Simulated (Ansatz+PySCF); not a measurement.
The numbers below are computed, except where a source is named.
This PySCF input gave a total energy of -77.29388 hartree.

```python
from pyscf import gto, scf

mol = gto.M(atom="""
C 0.000000 -0.056130 -0.635160
C 0.000000 -0.048960 0.780790
H 0.000000 0.742320 1.653040
H 0.000000 -1.063820 -1.259220
H 0.000000 0.952060 -1.267600
""", basis='def2-svp', charge=0, spin=1)
mf = scf.ROHF(mol)
mf.init_guess = '1e'
mf.kernel()
while True:  # follow internal instabilities
    mo, _, stable, _ = mf.stability(return_status=True)
    if stable: break
    mf.kernel(mf.make_rdm1(mo, mf.mo_occ))
print(mf.converged, mf.e_tot, mf.spin_square()[0])
```

Write an input for Ansatz with the same method and basis set.

```yaml
crystal:
  periodic: [false, false, false]
  atoms:
    - { symbol: C, position_ang: [0.0, -0.05613, -0.63516] }
    - { symbol: C, position_ang: [0.0, -0.04896, 0.78079] }
    - { symbol: H, position_ang: [0.0, 0.74232, 1.65304] }
    - { symbol: H, position_ang: [0.0, -1.06382, -1.25922] }
    - { symbol: H, position_ang: [0.0, 0.95206, -1.2676] }
basis:
  gaussian: { orbitals: def2-SVP }
magnetization:
  initial_magnetization: 1
hamiltonian:
  xc: hf
```

Ansatz (development build ahead of 0.2.0) gave -77.29389 hartree, 0.03 meV from the first.
